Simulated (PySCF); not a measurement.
# Simulated absorption spectrum

Compound: CH₄S.
SMILES: `CS`

Computed, not measured: TDDFT CAM-B3LYP/aug-cc-pVTZ, vertical, gas phase, core orbitals frozen in the response (PySCF). Geometry: PBE0-D3(BJ)/def2-TZVP; no solvent, vibrations or thermal averaging.

Each state is given a Gaussian of 0.25 eV full width at half maximum, with ε(max) = 2.175×10⁸ f / Δν̃ (Δν̃ the width in cm⁻¹). The width is an assumption, not a result. The curve ends short of the highest state used, and states not computed would add to its high-energy end.

```json
{"λ (nm)": "165.5", "ε (L mol⁻¹ cm⁻¹)": "59"}
{"λ (nm)": "167.5", "ε (L mol⁻¹ cm⁻¹)": "4"}
{"λ (nm)": "169.6", "ε (L mol⁻¹ cm⁻¹)": "1"}
{"λ (nm)": "171.7", "ε (L mol⁻¹ cm⁻¹)": "17"}
{"λ (nm)": "173.7", "ε (L mol⁻¹ cm⁻¹)": "153"}
{"λ (nm)": "175.8", "ε (L mol⁻¹ cm⁻¹)": "768"}
{"λ (nm)": "177.8", "ε (L mol⁻¹ cm⁻¹)": "1938"}
{"λ (nm)": "179.9", "ε (L mol⁻¹ cm⁻¹)": "2828"}
{"λ (nm)": "182.0", "ε (L mol⁻¹ cm⁻¹)": "2442"}
{"λ (nm)": "184.0", "ε (L mol⁻¹ cm⁻¹)": "1596"}
{"λ (nm)": "186.1", "ε (L mol⁻¹ cm⁻¹)": "1113"}
{"λ (nm)": "188.2", "ε (L mol⁻¹ cm⁻¹)": "845"}
{"λ (nm)": "190.2", "ε (L mol⁻¹ cm⁻¹)": "514"}
{"λ (nm)": "192.3", "ε (L mol⁻¹ cm⁻¹)": "208"}
{"λ (nm)": "194.3", "ε (L mol⁻¹ cm⁻¹)": "60"}
{"λ (nm)": "196.4", "ε (L mol⁻¹ cm⁻¹)": "16"}
{"λ (nm)": "198.5", "ε (L mol⁻¹ cm⁻¹)": "40"}
{"λ (nm)": "200.5", "ε (L mol⁻¹ cm⁻¹)": "186"}
{"λ (nm)": "202.6", "ε (L mol⁻¹ cm⁻¹)": "652"}
{"λ (nm)": "204.7", "ε (L mol⁻¹ cm⁻¹)": "1560"}
{"λ (nm)": "206.7", "ε (L mol⁻¹ cm⁻¹)": "2571"}
{"λ (nm)": "208.8", "ε (L mol⁻¹ cm⁻¹)": "3128"}
{"λ (nm)": "210.8", "ε (L mol⁻¹ cm⁻¹)": "2806"}
{"λ (nm)": "212.9", "ε (L mol⁻¹ cm⁻¹)": "1869"}
{"λ (nm)": "215.0", "ε (L mol⁻¹ cm⁻¹)": "939"}
{"λ (nm)": "217.0", "ε (L mol⁻¹ cm⁻¹)": "381"}
{"λ (nm)": "219.1", "ε (L mol⁻¹ cm⁻¹)": "116"}
{"λ (nm)": "221.2", "ε (L mol⁻¹ cm⁻¹)": "31"}
{"λ (nm)": "223.2", "ε (L mol⁻¹ cm⁻¹)": "19"}
{"λ (nm)": "225.3", "ε (L mol⁻¹ cm⁻¹)": "48"}
{"λ (nm)": "227.3", "ε (L mol⁻¹ cm⁻¹)": "124"}
{"λ (nm)": "229.4", "ε (L mol⁻¹ cm⁻¹)": "271"}
{"λ (nm)": "231.5", "ε (L mol⁻¹ cm⁻¹)": "471"}
{"λ (nm)": "233.5", "ε (L mol⁻¹ cm⁻¹)": "651"}
{"λ (nm)": "235.6", "ε (L mol⁻¹ cm⁻¹)": "747"}
{"λ (nm)": "237.7", "ε (L mol⁻¹ cm⁻¹)": "705"}
{"λ (nm)": "239.7", "ε (L mol⁻¹ cm⁻¹)": "561"}
{"λ (nm)": "241.8", "ε (L mol⁻¹ cm⁻¹)": "371"}
{"λ (nm)": "243.8", "ε (L mol⁻¹ cm⁻¹)": "215"}
{"λ (nm)": "245.9", "ε (L mol⁻¹ cm⁻¹)": "103"}
{"λ (nm)": "248.0", "ε (L mol⁻¹ cm⁻¹)": "43"}
{"λ (nm)": "250.0", "ε (L mol⁻¹ cm⁻¹)": "16"}
{"λ (nm)": "252.1", "ε (L mol⁻¹ cm⁻¹)": "5"}
{"λ (nm)": "254.1", "ε (L mol⁻¹ cm⁻¹)": "2"}
```

(1) Where are the band maxima, and which computed states make them?

(2) Coming from long wavelengths, where does ε first pass 100 L mol⁻¹ cm⁻¹?

(3) Does any computed singlet lie in the visible range?

(4) On this curve, what absorbance would a 10⁻⁴ mol/L sample give at 254 nm over a 1 cm path?

Answers

(1) 236 nm (5.25 eV), ε about 750, made up of S1 (100%); 209 nm (5.93 eV), ε about 3100, made up of S2 (100%); 180 nm (6.88 eV), ε about 2900, made up of S4 (45%) and S5 (53%) (ε in L mol⁻¹ cm⁻¹; maxima over ε = 5, shares over 10%). At its high-energy end, 7.49 eV, the curve is still rising (ε about 56, from S6). The states used: S1 5.25 eV (f 0.0069); S2 5.93 eV (f 0.029); S3 6.62 eV (f 0.0077); S4 6.88 eV (f 0.012); S5 6.88 eV (f 0.014); S6 7.77 eV (f 0.018); S7 7.99 eV (f 0.0022); S8 8.03 eV (f 0.0097); S9 8.09 eV (f 0.040).

(2) At about 246 nm (5.04 eV), 0.21 eV below S1.

(3) No computed singlet lies in the visible range (380 to 750 nm); the lowest, at 236 nm, stands 1.99 eV above its violet end (3.26 eV).

(4) 254 nm is 4.881 eV, where ε is about 1.6 L mol⁻¹ cm⁻¹, so A = ε c l ≈ 0.00016 (Beer–Lambert, with the gas-phase spectrum and the assumed width).

Time: 13 s; peak memory 0.63 GiB. Hardware: one thread of an Arm Neoverse N1, shared host.
